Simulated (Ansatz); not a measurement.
System (SMILES): [CH]=C=O, doublet.
Atoms: C1, C2, H3, O4. Bonds: C1-C2, C1-H3, C2-O4.

How fast the highest harmonic wavenumber converges with the basis for several methods (Ansatz, an electronic-structure program): deviation from each method's own reference, in cm⁻¹. References: HF 3537 cm⁻¹, the value in aug-pcseg-2; PBE 3259 cm⁻¹, the value in aug-pcseg-2; PBE0 3367 cm⁻¹, the value in aug-pcseg-2. All functions are spherical. Core-valence sets carry the plain set on hydrogen. Open shells are unrestricted. No added dispersion term, no relativity. Each level at its own minimum, unscaled; the references are large sets that could be run, not limits.

| basis | functions | HF | PBE | PBE0 |
|---|---|---|---|---|
| cc-pVDZ | 47 | [?] | -16 | -8 |
| pcseg-1 | 47 | [?] | 6 | 17 |
| aug-cc-pVDZ | 78 | [?] | -17 | -19 |
| aug-pcseg-1 | 78 | [?] | -20 | -18 |
| 6-311++G(2d,2p) | 91 | [?] | -9 | -12 |
| def2-TZVP | 99 | [?] | -1 | -2 |
| def2-TZVPP | 107 | [?] | -3 | -4 |
| def2-TZVPPD | 131 | [?] | -4 | -7 |
| jun-cc-pV(T+d)Z | 131 | [?] | -7 | -10 |
| 6-311++G(3df,3pd) | 135 | [?] | 2 | -5 |
| cc-pCVTZ | 143 | [?] | -8 | -9 |
| aug-cc-pVTZ | 161 | [?] | -6 | -8 |

Complete the blanks.


- cc-pVDZ, HF: -9
- pcseg-1, HF: 36
- aug-cc-pVDZ, HF: -45
- aug-pcseg-1, HF: -41
- 6-311++G(2d,2p), HF: -28
- def2-TZVP, HF: -1
- def2-TZVPP, HF: -7
- def2-TZVPPD, HF: -16
- jun-cc-pV(T+d)Z, HF: -19
- 6-311++G(3df,3pd), HF: -24
- cc-pCVTZ, HF: -11
- aug-cc-pVTZ, HF: -16

Mean absolute deviation over 6-311++G(2d,2p), def2-TZVP, def2-TZVPP, def2-TZVPPD, jun-cc-pV(T+d)Z, 6-311++G(3df,3pd), cc-pCVTZ, aug-cc-pVTZ: PBE 5, PBE0 7, HF 15 cm⁻¹.
